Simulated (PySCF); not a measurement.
**Shifts of the heteroatoms**

Atom-mapped SMILES (the numbers label the heavy atoms): `[F:1]/[CH:2]=[CH:3]/[F:4]` (H(Xn): hydrogen on atom n).

A single conformation, relativity neglected, fast rotation and ring inversion assumed for equivalent nuclei, isolated molecule. J couplings at B3LYP/pcJ-2; geometry from PBE0-D3(BJ)/def2-TZVP; NMR shieldings at B97-2/pcSseg-2/GIAO; PySCF 2.14.0 with density-fitted response routines.

Question: What are the 19F shifts?

Answer: 
```tsv
atoms	environment	σ (ppm)	δ (ppm)
F1/F4	vinylic fluorine	367.5	-185.4
```

Shieldings were converted by a linear fit to measured shifts: 19F: δ = 163.32 − 0.949σ +9.6 on sp3 carbon (rms 4.2 ppm, 161 shifts, 5.7 ppm with the 8 outliers that the fit left out vs CFCl3, solution or neat liquid). Occasional misses reach two or three times the rms, and more in compound classes unlike the fitted ones. Couplings are scaled by factors fitted to measured values: 3J(H,H) × 0.89 (rms 0.5 Hz), 1J(C,F) × 0.78 (rms 5.7 Hz), 2J(C,F) × 1.03 (rms 1.6 Hz, 5.1 with 1 outliers); all others are unscaled and can be 10–30 % off.

Couplings (the largest are listed; each averaged over equivalent pairs): 1J(F1,C2) = -248.7 Hz, 2J(F1,H(C2)) = 83.6 Hz, 2J(F1,C3) = 52.2 Hz, 3J(F1,F4) = -167.2 Hz, 3J(F1,H(C3)) = 3.6 Hz.

On a 300 MHz spectrometer 19F resonates near 282.3 MHz, so 1 ppm is 282.3 Hz.
